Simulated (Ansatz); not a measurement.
`N=O` + H• → `[N]=O`• + H₂ at 500 K and 1 bar (hydrogen abstraction from the N–H bond).

Program: Ansatz. Geometries: PBE0-D4/def2-TZVP. ΔE: electronic, gas phase. CBS: def2 TZ/QZ extrapolation, frozen cores. Open shells (•) are unrestricted, without spin–orbit coupling.

| species | CCSD(T)/CBS energy (Eh) | H − E (kJ/mol) | S (J/(mol·K)) |
| --- | --- | --- | --- |
| `N=O` | -130.36158 | 54.0 | 238.5 |
| H• | -0.50000 | 10.4 | 125.5 |
| `[N]=O`• | -129.77645 | 26.8 | 226.1 |
| H₂ | -1.17463 | 41.0 | 145.5 |

H − E and S are ideal-gas, rigid-rotor, harmonic terms from PBE0-D4/def2-TZVP, with the whole ground term of open shells counted as degenerate. 1 Eh = 2625.50 kJ/mol, R = 8.31446 J/(mol·K).

**Question.** By hand: ΔE, ΔH, ΔS and ΔG.

**Answer.** ΔE = (-129.77645) + (-1.17463) − (-130.36158) − (-0.50000) = -0.08950 Eh = -235.0 kJ/mol. Δ(H − E) = 26.8 + 41.0 − 54.0 − 10.4 = 3.4, so ΔH = -231.6 kJ/mol. ΔS = 226.1 + 145.5 − 238.5 − 125.5 = 7.6 J/(mol·K). ΔG = -231.6 − 500 × (7.6)/1000 = -235.4 kJ/mol.

**Question.** By hand: the equilibrium constant, and the temperature at which ΔG would vanish if ΔH and ΔS stayed fixed.

**Answer.** log₁₀ K = −ΔG/(RT ln 10) = 24.6. ΔH and −TΔS have one sign here, so there is no such temperature.

The number of gas molecules stays the same, so ΔS is small and ΔH decides. A doubt of 5 kJ/mol in ΔE shifts log₁₀ K by 0.5 here. These are equilibria of isolated gas molecules and say nothing of rates. Largest T1 diagnostic: 0.024 (customary marks: 0.02 for closed shells, 0.045 for open ones).
